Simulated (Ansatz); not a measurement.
Ansatz (a first-principles code) input (PBE/aug-pcseg-1): A basis named .json is the Basis Set Exchange file of that set (core-valence sets with the plain set on hydrogen).

Ansatz 0.2 input:
```yaml
crystal:
  periodic: [false, false, false]
  atoms:
    - {symbol: C, position_ang: [0.00439699, 0.00529408, 0.50425813]}
    - {symbol: F, position_ang: [-0.01696785, 1.10243765, -0.30214647]}
    - {symbol: F, position_ang: [0.01189880, -1.10854091, -0.27918568]}
    - {symbol: H, position_ang: [-0.90251824, -0.00024261, 1.11129806]}
    - {symbol: H, position_ang: [0.92175780, 0.02340746, 1.09514257]}
basis:
  gaussian:
    orbitals: aug-pcseg-1.json
hamiltonian:
  xc: {name: PBE}
output: {forces: true}
magnetization: {spin_polarized: false}
```

Output:

```
Functional definition: PBE
integrals: 0.02 GiB planned
691 factors; their error is unknown
mean field: 0.20 GiB planned
mean field evaluation 1: about -6493.5670 eV, gradient 3.3e1 eV
mean field evaluation 2: about -6492.1921 eV, gradient 4.5e1 eV
mean field evaluation 4: about -6495.7845 eV, gradient 2.6e0 eV
mean field evaluation 8: about -6495.7966 eV, gradient 4.0e-2 eV
mean field evaluation 16: about -6495.7569 eV, gradient 1.2e-5 eV
mean field -6495.75687807 eV, -238.7146622871 hartree, gradient 1.2e-5 eV, S^2 0.000000; 0 other end points of the search recorded, 0 dependent functions left out
the calculation of the forces begins
reference -6495.75691942 eV, -238.7146638066 hartree; 13, 13 occupied and 74, 74 virtual orbitals, 691 factors
Total energy: -6495.75691942 eV, -238.7146638066 hartree
Atom 0 at     0.004397     0.005294     0.504258 Å, force     0.000946     0.001138     0.108434 eV/Å
Atom 1 at    -0.016968     1.102438    -0.302146 Å, force    -0.009219     0.491810    -0.321078 eV/Å
Atom 2 at     0.011899    -1.108541    -0.279186 Å, force     0.003710    -0.498444    -0.310795 eV/Å
Atom 3 at    -0.902518    -0.000243     1.111298 Å, force    -0.436377    -0.002939     0.265604 eV/Å
Atom 4 at     0.921758     0.023407     1.095143 Å, force     0.440941     0.008435     0.257835 eV/Å
Dipole moment:     0.003319     0.003996     0.380578 e Å
```
